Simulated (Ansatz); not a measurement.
`C=CCCC=C`, relaxed with RKS PBE-D4/def2-SVP in the Gaussian-basis code of Ansatz from a rough embedded geometry. The force threshold is 0.03 eV/Å; the program also tests the step.

The species carries charge 0 and has multiplicity 1.

Start:

```xyz
16

C    -0.629    2.172    1.026
C     0.220    1.179    1.207
C    -0.145   -0.270    1.167
C     0.636   -1.026    0.080
C     0.276   -0.537   -1.286
C    -0.217   -1.297   -2.246
H    -1.675    1.994    0.836
H    -0.322    3.204    1.063
H     1.268    1.385    1.393
H     0.089   -0.721    2.137
H    -1.216   -0.381    0.988
H     0.427   -2.095    0.158
H     1.707   -0.874    0.246
H     0.436    0.521   -1.451
H    -0.389   -2.352   -2.102
H    -0.466   -0.903   -3.216
```

(1) How much energy does the relaxation release, and in how many steps? (Estimate.)

(2) Which bonds change most? (An estimate is asked.)

(3) Give the relaxed structure. (Best estimate.)

Results:

(1) Ansatz gave: 13.96 kJ/mol, in 5 steps, 1 of them rejected.

(2) Ansatz gave: C6–H15 from 1.078 to 1.104 Å; C1–C2 from 1.319 to 1.344 Å; C1–H7 from 1.078 to 1.103 Å; C6–H16 from 1.077 to 1.101 Å.

(3) Ansatz gave: 
```xyz
16

C    -0.643    2.220    1.066
C     0.213    1.200    1.248
C    -0.137   -0.260    1.175
C     0.629   -1.023    0.066
C     0.287   -0.563   -1.323
C    -0.220   -1.343   -2.293
H    -1.709    2.040    0.846
H    -0.316    3.269    1.133
H     1.275    1.427    1.460
H     0.107   -0.739    2.149
H    -1.230   -0.381    1.022
H     0.431   -2.111    0.163
H     1.722   -0.885    0.239
H     0.457    0.509   -1.530
H    -0.409   -2.417   -2.128
H    -0.457   -0.944   -3.292
```
